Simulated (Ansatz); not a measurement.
Relaxation of CH2OS (5 atoms, charge 0, multiplicity 1), to a largest force component of 0.02 eV/Å in at most 40 steps.

Method: RKS PBE-D4/cc-pVDZ (Ansatz 0.2.0).

```xyz
5
Properties=species:S:1:pos:R:3
S 0.458 0.111 -1.738
H -0.800 -0.297 -1.860
H 0.377 0.182 -0.401
C 0.366 0.249 1.666
O -0.400 -0.244 2.333
```

Q: Where does it end, and by what steps?

A: It converged. The force dipped under the threshold on the way, but the program's further checks kept it going. After 20 steps the energy has fallen by 0.110 eV; O5 moved furthest, 0.71 Å.

```tsv
step	energy less start (eV)	largest force component (eV/Å)	accepted
0	0.0000	1.351	yes
1	-0.0843	0.175	yes
2	0.0014	3.312	no
3	-0.0870	0.844	yes
4	-0.0923	0.941	yes
5	-0.1003	0.281	yes
6	-0.1028	0.222	yes
7	-0.1013	0.887	no
8	-0.1047	0.076	yes
9	-0.1071	0.007	yes
10	-0.1067	0.562	no
11	-0.1077	0.109	yes
12	-0.1071	0.609	no
13	-0.1085	0.020	yes
14	-0.1085	0.308	yes
15	-0.1093	0.006	yes
16	-0.1095	0.051	yes
17	-0.1094	0.191	no
18	-0.1096	0.002	yes
19	-0.1096	0.035	yes
20	-0.1096	0.014	yes
```

```xyz
5
Properties=species:S:1:pos:R:3
S 0.534 0.182 -1.967
H -0.742 -0.243 -2.207
H 0.344 0.118 -0.614
C -0.006 -0.006 1.825
O -0.130 -0.051 2.962
```

Whether the end is a true minimum wasn't checked by a vibrational analysis.

Time of the run: 15 s on 1 thread of AMD EPYC 7B13 (Zen 3), with other jobs on the host, peak memory 0.13 GiB.
